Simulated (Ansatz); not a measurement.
A run of Ansatz (development build ahead of 0.2.0) on singlet C₄H₈ at this shape:

```xyz
12

C     0.8581   -0.1485   -0.7019
C    -0.7171   -0.1451   -0.8460
C    -0.8581    0.1485    0.7019
C     0.7171    0.1451    0.8460
H     1.3748    0.6460   -1.2761
H    -1.1177    0.6513   -1.5042
H    -1.3408    1.1159    0.9450
H     1.1517    1.1106    1.1731
H     1.3408   -1.1159   -0.9450
H    -1.1517   -1.1106   -1.1731
H    -1.3748   -0.6460    1.2761
H     1.1177   -0.6513    1.5042
```

Its results:

```
Converged                       : yes
Reference energy                : -155.97975 hartree
Correlation energy              : -0.56706 hartree
Total energy                    : -156.54681 hartree
Spin squared of the determinant : 0.000
```

(1) Which input gives this output? Name the method, the orbitals and the basis set, and write the input.

Answers

(1) RHF-MP2 in def2-SVP. An unrestricted run that stays on the closed shell gives the same numbers.

```yaml
crystal:
  periodic: [false, false, false]
  atoms:
    - { symbol: C, position_ang: [0.8581, -0.14847, -0.70186] }
    - { symbol: C, position_ang: [-0.71708, -0.14514, -0.846] }
    - { symbol: C, position_ang: [-0.8581, 0.14847, 0.70186] }
    - { symbol: C, position_ang: [0.71708, 0.14514, 0.846] }
    - { symbol: H, position_ang: [1.37484, 0.64599, -1.27615] }
    - { symbol: H, position_ang: [-1.11766, 0.65127, -1.50424] }
    - { symbol: H, position_ang: [-1.34081, 1.11587, 0.94504] }
    - { symbol: H, position_ang: [1.15169, 1.11059, 1.17313] }
    - { symbol: H, position_ang: [1.34081, -1.11587, -0.94504] }
    - { symbol: H, position_ang: [-1.15169, -1.11059, -1.17313] }
    - { symbol: H, position_ang: [-1.37484, -0.64599, 1.27615] }
    - { symbol: H, position_ang: [1.11766, -0.65127, 1.50424] }
basis:
  gaussian: { orbitals: def2-SVP }
hamiltonian:
  xc: hf
correlation:
  method: mp2
  frozen_orbitals: { C: 1, H: 0 }
```
